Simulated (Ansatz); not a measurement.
Geometry optimisation, RHF/def2-SVP in Ansatz 0.2.0.

Input file:

```yaml
crystal:
  periodic: [false, false, false]
  atoms:
    - { symbol: Al, position_ang: [0.0, 0.0, 0.0] }
    - { symbol: H, position_ang: [0.0, 0.0, 1.91] }
    - { symbol: H, position_ang: [1.351, 0.0, -0.78] }
    - { symbol: H, position_ang: [-1.351, 0.0, -0.78] }
    - { symbol: O, position_ang: [0.0869, -1.972, 0.6559] }
    - { symbol: Si, position_ang: [-0.6831, -3.2686, -0.0846] }
    - { symbol: H, position_ang: [0.2217, -4.4137, -0.1261] }
    - { symbol: H, position_ang: [-1.8799, -3.6221, 0.6732] }
    - { symbol: H, position_ang: [-1.0612, -2.8984, -1.4453] }
    - { symbol: H, position_ang: [0.0439, -0.9965, 1.8084] }
basis:
  gaussian: { orbitals: def2-SVP }
hamiltonian:
  xc: hf
relax:
  f_tol: 0.15
  max_steps: 25
  restrain:
    - { distance: [0, 4], at: 2.98, k: 30.0 }
    - { distance: [9, 1], at: 1.86, k: 30.0 }
    - { distance: [0, 1], at: 1.56, k: 30.0 }
    - { distance: [9, 4], at: 1.01, k: 30.0 }
```

Run as:

```bash
$ ansatz run input.yaml --threads 1 --pin off --max-ram 2048MiB --backend cpu --events-out ev --progress --plain --runs-dir out
```

Problem. Where does it end, and by what steps?

Solution. The forces met the threshold. The restraints hold the end off the free minimum. After 11 steps the energy has fallen by 1.439 eV (the restraints' own energy left out); H3 moved furthest, 1.29 Å. Parted: Al1–O5 (2.08 → 2.97 Å). Joined: O5–H10 (1.51 → 0.97 Å).

```
step  energy less start (eV)  largest force component (eV/Å)  accepted
   0                  0.0000                           4.279       yes
   1                  0.3651                           4.014       yes
   2                 -0.4111                           4.032       yes
   3                 -0.7848                           2.037       yes
   4                 -1.0126                           1.846       yes
   5                 -1.2117                           1.668       yes
   6                 -1.2922                           1.583       yes
   7                 -1.3263                           1.872       yes
   8                 -1.3937                           1.345       yes
   9                 -1.4249                           1.117       yes
  10                 -1.4319                           1.035       yes
  11                 -1.4395                           1.101       yes
```

```xyz
10
Properties=species:S:1:pos:R:3
Al 0.147 0.668 0.032
H -0.144 0.088 1.461
H 1.589 1.185 -0.330
H -1.059 0.800 -0.977
O 0.093 -2.280 0.372
Si -0.771 -3.665 0.094
H 0.126 -4.837 0.098
H -1.815 -3.822 1.129
H -1.409 -3.549 -1.231
H -0.029 -1.759 1.182
```

Time of the run: 13 s on 1 thread of Arm Neoverse V2, with other jobs on the host, peak memory 0.14 GiB.
